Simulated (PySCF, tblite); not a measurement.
Isomers of C4H4F2, one GFN2-xTB conformer each. Single-point energies are computed at PBE0/pcSseg-1 (PySCF, gas phase, no added dispersion term), electronic only.

```
        SMILES  GFN2-xTB relative energy (kcal/mol)
FC[C@@H]1C=C1F                                 27.9
  C=C/C(F)=C\F                                  0.0
```

Conformers: `[F:1][CH2:2][C@@H:3]1[CH:4]=[C:5]1[F:6]` with F1–C2–C3–C4 -90°; `[CH2:1]=[CH:2]/[C:3]([F:4])=[CH:5]\[F:6]` with C1–C2–C3–F4 0°.

Problem. What does PBE0/pcSseg-1 give for the same structures?

Solution. 
| SMILES | PBE0/pcSseg-1 E (Eh) | PBE0/pcSseg-1 (kcal/mol) | GFN2-xTB (kcal/mol) | point group |
| --- | --- | --- | --- | --- |
| C=C/C(F)=C\F | -354.04783 | 0.0 | 0.0 | Cs |
| FC[C@@H]1C=C1F | -353.99149 | 35.4 | 27.9 | C1 |

Both levels put the same isomer lowest. As drawn, the higher has a three-membered ring, which the lower lacks.

Problem. Which frontier levels, dipoles and rotational constants go with these structures?

Solution. 
```json
{"SMILES": "C=C/C(F)=C\\F", "HOMO (eV, PBE0/pcSseg-1)": "-6.92", "LUMO (eV)": "-1.12", "dipole (D)": "0.35", "A, B, C (MHz)": "6155, 2620, 1838"}
{"SMILES": "FC[C@@H]1C=C1F", "HOMO (eV, PBE0/pcSseg-1)": "-7.60", "LUMO (eV)": "0.09", "dipole (D)": "1.00", "A, B, C (MHz)": "10500, 1866, 1679"}
```

Problem. What happens when harmonic zero-point energies from GFN2-xTB frequencies are added?

Solution. 
```csv
SMILES,ZPE (kcal/mol),electronic (kcal/mol),with ZPE (kcal/mol)
C=C/C(F)=C\F,42.3,0.0,0.0
FC[C@@H]1C=C1F,42.7,35.4,35.7
```

The zero-point energies span 0.4 kcal/mol. The order is unchanged.
